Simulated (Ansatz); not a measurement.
Two shapes of singlet H2S.

Shape 1:

```xyz
3

S     0.0000    0.0000   -0.1040
H     0.0000    0.9715    0.8321
H     0.0000   -0.9715    0.8321
```

Shape 2:

```xyz
3

S     0.0441   -0.0234   -0.1015
H     0.0250    0.9945    0.7955
H     0.0350   -0.9930    0.8606
```

Basis set: def2-TZVP (spherical functions). Frozen core: 5 orbitals. Charge 0, multiplicity 1.

Computed with Ansatz (development build ahead of 0.2.0); each method stands on the lowest determinant of its kind that the runs found.

(1) Which shape is lower in energy, and by how much in each method?

Results:

(1)

```
 method  E(2) − E(1) (eV)
    RHF             0.016
RHF-MP2             0.015
```

Shape 1 is lower.
